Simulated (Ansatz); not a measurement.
This geometry of CH4BCl + H (8 atoms, charge 0, multiplicity 2) is a first-order saddle point.

These are results of UKS BHLYP-D4/6-31G* in Ansatz, not measurements.

```xyz
8
Properties=species:S:1:pos:R:3
B 0.011 0.045 -0.057
H -0.017 -0.013 1.452
C 1.362 0.038 -0.814
H 1.685 -1.004 -0.887
H 1.299 0.430 -1.827
H 2.141 0.563 -0.266
Cl -1.556 0.024 -0.818
H -0.031 -0.084 2.372
```

Which two structures does it join? (They come from a converged band through this point; their orientation in space is the band's.)

Bonds broken: B1–H2. Bonds formed: H2–H8. CH4BCl + H becomes CH3BCl + H2.

Image 0:

```xyz
8
Properties=species:S:1:pos:R:3
B 0.018 0.002 -0.172
H -0.055 -0.161 0.999
C 1.371 0.025 -0.933
H 1.799 -0.981 -0.897
H 1.301 0.326 -1.973
H 2.089 0.664 -0.420
Cl -1.517 0.183 -1.013
H -0.111 -0.058 3.564
```

Image 8:

```xyz
8
Properties=species:S:1:pos:R:3
B -0.176 0.095 -0.555
H 0.009 -0.051 2.403
C 1.318 0.046 -0.969
H 1.615 -1.005 -0.981
H 1.501 0.448 -1.965
H 1.964 0.545 -0.252
Cl -1.532 0.030 -1.640
H 0.194 -0.108 3.114
```

How far does it lie above each of them?

10.6 kcal/mol above the first and 8.8 kcal/mol above the second. This is the barrier of this one path; another mechanism may lie lower.

Time of the run: 5.6 min on 1 thread of Arm Neoverse V1, with other jobs on the host, peak memory 0.14 GiB.
